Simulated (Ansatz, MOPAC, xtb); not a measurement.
Potential energy surface of H6, lowest triplet found (which spin is the ground state isn't settled by this scan): linear chain of 6 equally spaced H atoms, symmetric stretch. Scanned: H-H spacing.

Cartesian coordinates as functions of the variables (Å; names that start with a are angles):
```
H  0  0  -2.5*r
H  0  0  -1.5*r
H  0  0  -0.5*r
H  0  0  0.5*r
H  0  0  1.5*r
H  0  0  2.5*r
```

- FCI/aug-cc-pVDZ = full CI/aug-cc-pVDZ, frozen core in Ansatz (a quantum-chemistry and plane-wave program)
- MP2/aug-cc-pVDZ = Ansatz with MP2 on UHF/aug-cc-pVDZ, frozen core
- PM3, unrestricted, heats of formation (MOPAC)
- AM1, unrestricted, heats of formation (MOPAC)
- GFN1-xTB (xtb)

Energies in kJ/mol, each method relative to its own lowest point.

| r / Å | FCI/aug-cc-pVDZ | MP2/aug-cc-pVDZ | PM3 | AM1 | GFN1-xTB |
|---|---|---|---|---|---|
| 0.63 | 975.2 | 959.8 | — | 448.7 | — |
| 0.70 | 589.6 | 563.6 | — | 208.9 | — |
| 0.77 | 330.6 | 309.4 | — | 69.9 | — |
| 0.84 | 162.2 | 145.9 | 0.0 | 7.5 | 216.8 |
| 0.90 | 73.0 | 61.2 | 11.5 | 0.0 | 117.6 |
| 0.96 | 22.5 | 15.8 | 57.6 | 23.1 | 52.6 |
| 1.03 | 0.0 | 0.0 | 133.5 | 75.9 | 11.6 |
| 1.12 | 10.8 | 21.4 | 244.7 | 167.0 | 0.0 |
| 1.23 | 61.1 | 88.7 | 382.2 | 291.0 | 27.8 |
| 1.35 | 139.3 | 189.9 | 514.3 | 420.5 | 89.4 |
| 1.53 | 267.8 | — | 666.3 | 574.4 | 212.0 |
| 1.71 | 384.2 | — | 791.8 | 673.9 | 346.1 |
| 1.98 | 512.4 | — | 941.8 | — | 538.2 |
| 2.25 | 586.5 | — | — | — | 701.0 |
| 2.61 | 631.6 | — | — | — | 863.4 |
| 3.06 | 650.2 | — | — | — | 987.1 |

Dashes: no converged value, or the column stops at the first point that the program doubted or that broke a chosen test of continuity, which isn't proof of a fault.

The unrestricted determinant behind MP2/aug-cc-pVDZ is spin-contaminated on part of the scan (<S²> up to 4.0, against 2.00 for the pure state).
